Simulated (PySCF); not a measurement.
**The electron affinity along group 15**

All values are computed (PySCF 2.14, energy differences of UHF-based or UKS calculations, no spin-orbit coupling). Values in eV. The last column holds reference values (measured affinities from photodetachment; the arrow runs from anion to atom). Unmarked ones compare directly (S terms, centres of terms, or small fine structure); those marked * lie between the lowest fine-structure levels and include a spin-orbit shift.

```json
{"element": "P (aug-cc-pV(Q+d)Z with one added diffuse shell each of s, p, d, f, g type, non-relativistic)", "configurations": "[Ne] 3s2 3p4 → [Ne] 3s2 3p3", "UHF": "-0.319", "PBE": "0.909", "PBE0": "0.793", "r2SCAN": "0.814", "MP2 (valence)": "0.551", "SCS-MP2 (valence)": "0.637", "reference": "0.747 *"}
{"element": "As (aug-cc-pVQZ-PP with one added diffuse shell each of s, p, d, f, g type with ECP10MDF, ECP)", "configurations": "[Ar] 3d10 4s2 4p4 → [Ar] 3d10 4s2 4p3", "UHF": "-0.291", "PBE": "0.871", "PBE0": "0.758", "r2SCAN": "0.813", "MP2 (valence)": "0.538", "SCS-MP2 (valence)": "0.613", "reference": "0.804 *"}
{"element": "Sb (aug-cc-pVQZ-PP with one added diffuse shell each of s, p, d, f, g type with ECP28MDF, ECP)", "configurations": "[Kr] 4d10 5s2 5p4 → [Kr] 4d10 5s2 5p3", "UHF": "-0.051", "PBE": "0.977", "PBE0": "0.900", "r2SCAN": "0.928", "MP2 (valence)": "0.688", "SCS-MP2 (valence)": "0.757", "reference": "1.047 *"}
{"element": "Bi (aug-cc-pVQZ-PP with one added diffuse shell each of s, p, d, f, g type with ECP60MDF, ECP)", "configurations": "[Xe] 4f14 5d10 6s2 6p4 → [Xe] 4f14 5d10 6s2 6p3", "UHF": "-0.174", "PBE": "0.917", "PBE0": "0.815", "r2SCAN": "0.816", "MP2 (valence)": "0.584", "SCS-MP2 (valence)": "0.652", "reference": "0.942 *"}
```

The highest occupied level of the anion is positive for P⁻ at PBE, PBE0, r2SCAN; As⁻ at PBE, PBE0, r2SCAN; Sb⁻ at PBE, PBE0, r2SCAN; Bi⁻ at PBE, PBE0, r2SCAN, so there the basis helps to hold the electron.

For Bi a determinant mixes LS terms or the coupling is close to jj, so these rows are model values.

"Valence" correlates the outer s and p shells and, in groups 3 to 12 and the f block, the outer d or f shell, open or full, or the next shell where the ion has no valence electron left; the wider scheme adds the next inner shell.
